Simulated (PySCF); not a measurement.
# Computed and reference excited states of `N=O` (HNO)

Published values to compare with (the computed states carry no symmetry labels, so the two lists aren't matched line by line):

```
              state  E (eV)      f   kind of transition  source
         3A''(n→π*)    0.88         vertical absorption     [1]
         1A''(n→π*)    1.74  0.000  vertical absorption     [1]
        1A'(double)    4.33  0.000  vertical absorption     [1]
1A'(genuine double)    4.33         vertical absorption     [2]
          3A'(π→π*)    5.61         vertical absorption     [1]
          1A'(n.d.)    6.27  0.038  vertical absorption     [1]
```

[1] computed, theoretical best estimate (aug-cc-pVTZ, frozen core, CC3 geometry), gas; Veril, Scemama, Caffarel, Lipparini, Boggio-Pasqua, Jacquemin, Loos, WIREs Comput. Mol. Sci. 2021, 11, e1517 (QUESTDB)
[2] computed, theoretical best estimate (aug-cc-pVTZ), gas; Kossoski, Boggio-Pasqua, Loos, Jacquemin, double excitations: improvement and extension (2024), arXiv:2403.19597

Species: HNO.
SMILES: `O=N`

Method used: PySCF, TDDFT CAM-B3LYP/aug-cc-pVTZ, vertical, gas phase, core orbitals frozen in the response. Geometry: PBE0-D3(BJ)/def2-TZVP; no solvent, vibrations or thermal averaging.

Computed singlets: 1.55 eV (f 0.000); 5.80 eV (f 0.037); 7.27 eV (f 0.026); 7.52 eV (f 0.002); 7.79 eV (f 0.002); 7.89 eV (f 0.061); 8.81 eV (f 0.034); 9.48 eV (f 0.001); 9.69 eV (f 0.002); 9.91 eV (f 0.036). Computed triplets (Tamm–Dancoff): 0.56, 5.45, 5.63, 6.26 eV.

Q: How does the lowest computed singlet compare with the best estimate listed for the lowest singlet (vertical absorption)?

A: 1.55 eV against 1.74 eV for 1A''(n→π*) [1]: a difference of -0.19 eV. Geometry and basis of the two calculations needn't be the same.

Q: How does the lowest computed triplet compare with the best estimate listed for the lowest triplet (vertical absorption)?

A: 0.56 eV against 0.88 eV for 3A''(n→π*) [1]: a difference of -0.32 eV. Geometry and basis of the two calculations needn't be the same.

n.d. means that the source names no orbital transition; it classes the state at 6.27 eV as Rydberg. Note on [2]: supersedes the 2021 QUESTDB value where one exists.

States of double-excitation character are out of reach of adiabatic linear-response TDDFT and have no counterpart, or a poor one, in the computed list.
